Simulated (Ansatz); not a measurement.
Consider the substitution at a C–C bond: `C=CCOC=O` + H₂S → `O=COCS` + ethylene.

Isolated molecules relaxed with PBE0-D4/def2-TZVP in Ansatz; ΔE leaves out vibrations. CCSD(T)/CBS adds triple-zeta CCSD(T) − MP2 to the extrapolated MP2 energy (def2 sets, frozen cores). This one scheme is used for every species. DFT in def2-TZVPP. One conformer a species, not always the lowest.

```json
{"species": "`C=CCOC=O`", "r2SCAN0-D4 energy (Eh)": "-306.37402"}
{"species": "H₂S", "r2SCAN0-D4 energy (Eh)": "-399.37011"}
{"species": "`O=COCS`", "r2SCAN0-D4 energy (Eh)": "-627.17799"}
{"species": "`C=C`", "r2SCAN0-D4 energy (Eh)": "-78.55523"}
```

Work out ΔE.

ΔE = (-627.17799) + (-78.55523) − (-306.37402) − (-399.37011) = 0.01091 Eh = +6.8 kcal/mol. CCSD(T)/CBS gives +6.6 kcal/mol.

Largest T1 diagnostic among the species: 0.015.

Leaving LDA and LC-ωPBE aside and taking each functional with its dispersion term where it has one, the values, not all of them listed here, spread over 1.4 kcal/mol, from revPBE-D4 to B97M-V. LDA lies +1.8 kcal/mol from PBE without D4. From BLYP to BHLYP (50 % exact exchange), in def2-TZVPP and without D4, ΔE moves by +1.3 kcal/mol. At CCSD(T), def2-SVP lies +2.2 kcal/mol from the extrapolated value and def2-TZVPP +0.4 kcal/mol.
